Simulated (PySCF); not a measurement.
propene (C3H6), SMILES C(=C)C. Atoms are numbered in the order given.

```xyz
9

C     -0.1633     1.2269     0.0000
C      0.4541    -0.1314     0.0000
C     -0.2199    -1.2763     0.0000
H      0.1524     1.8017     0.8769
H      0.1524     1.8017    -0.8769
H     -1.2536     1.1701     0.0000
H      1.5429    -0.1629     0.0000
H     -1.3060    -1.2917     0.0000
H      0.2871    -2.2342     0.0000
```

The structure is a stationary point at r2SCAN-D4/def2-TZVP.

Level of theory: PBE0/pcJ-1 (PySCF).

Isotropic couplings with Fermi-contact, spin-dipole and both spin-orbit terms, one fixed conformer, no vibrational averaging. Isotopes: 13C, 1H.

| pair | bonds apart | J (Hz) |
|---|---|---|
| C1–C2 | 1 | 44.0 |
| C1–H4 | 1 | 124.0 |
| C1–H5 | 1 | 124.0 |
| C1–H6 | 1 | 125.6 |
| C2–C3 | 1 | ? |
| C2–H7 | 1 | 150.1 |
| C3–H8 | 1 | 153.5 |
| C3–H9 | 1 | 157.8 |
| C1–H7 | 2 | ? |
| C2–H4 | 2 | -8.7 |
| C2–H5 | 2 | -8.7 |
| C2–H6 | 2 | -5.3 |
| C2–H8 | 2 | ? |
| C2–H9 | 2 | ? |
| C3–H7 | 2 | -0.6 |
| H4–H5 | 2 | -20.8 |
| H4–H6 | 2 | -14.1 |
| H5–H6 | 2 | -14.1 |
| C1–H8 | 3 | ? |
| C1–H9 | 3 | ? |
| C3–H4 | 3 | ? |
| C3–H5 | 3 | ? |
| C3–H6 | 3 | ? |
| H4–H7 | 3 | 4.6 |
| H5–H7 | 3 | 4.6 |
| H6–H7 | 3 | 13.0 |
| H7–H8 | 3 | ? |
| H7–H9 | 3 | ? |
| H4–H8 | 4 | -3.7 |
| H4–H9 | 4 | -3.4 |
| H5–H8 | 4 | -3.7 |
| H5–H9 | 4 | -3.4 |
| H6–H8 | 4 | -0.5 |
| H6–H9 | 4 | -0.5 |

Some entries are withheld; supply them. (The exact figures need the calculation; the answer reports its results.)


- C2–C3, J (Hz): 79.0
- C1–H7, J (Hz): 4.9
- C2–H8, J (Hz): -3.3
- C2–H9, J (Hz): -2.0
- C1–H8, J (Hz): 8.2
- C1–H9, J (Hz): 12.9
- C3–H4, J (Hz): 7.7
- C3–H5, J (Hz): 7.7
- C3–H6, J (Hz): 7.2
- H7–H8, J (Hz): 17.6
- H7–H9, J (Hz): 11.0
